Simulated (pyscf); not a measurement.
`[F][Ge][F]` [singlet] + `[NH3]` -> `[NH2][GeH]([F])[F]`, an insertion (singlet surface; H–N broken, Ge–N, Ge–H formed). Single points on ωB97X-D3(BJ)/def2-SVP structures (PySCF, gas phase). MP2 and CC: frozen core, UHF for open shells. ΔMP2 is the change of the MP2 total energy from the triple- to the quadruple-zeta basis. Energies in kcal/mol from the separated reactants.

Small-basis levels: PySCF, no dispersion term, spherical d functions. AM1 to PM7: differences of heats of formation from MOPAC. 

```
level                             barrier  reaction energy
--------------------------------  -------  ---------------
HF/3-21G                             39.8            -39.9
MP2/6-31G*+LANL2DZ                    ___            -18.6
BP86/6-31G*+LANL2DZ                  36.4            -14.2
B3LYP/3-21G                          18.2            -36.8
B3LYP/LANL2DZ                         ___            -16.8
B3LYP/6-31G*+LANL2DZ                 42.7            -16.2
PM6                                  36.4             -8.6
CCSD(T)/def2-TZVPP + ΔMP2(QZVPP)      ___            -15.0
```

Q: Some entries are withheld; supply them.

A: 
- MP2/6-31G*+LANL2DZ, barrier: 47.3
- B3LYP/LANL2DZ, barrier: 36.5
- CCSD(T)/def2-TZVPP + ΔMP2(QZVPP), barrier: 45.3

Against the last row the barrier runs from -27.1 (B3LYP/3-21G) to +2.0 kcal/mol (MP2/6-31G*+LANL2DZ). CCSD(T)/def2-TZVPP + ΔMP2(QZVPP) has limits of its own. On the reactant side the descent ends in an adduct with a Ge–N contact, 22.3 kcal/mol under the separated species and 67.8 kcal/mol under the saddle at ωB97X-D3(BJ)/def2-TZVP. What is counted as formed (Ge–N) is already present as a longer contact in the reactant adduct; forming that adduct is a step of its own. One saddle was located; it need not be the lowest between these sides. The CCSD(T) − MP2 part came from Ansatz, without density fitting, on the same reference. The frozen core leaves the outer d or s,p core shells of the metals and heavy elements correlated in the MP2 and CC values, and def2-TZVPP describes them poorly, which can shift differences by a few kcal/mol. In the def2 sets elements up to Kr have no core potential.
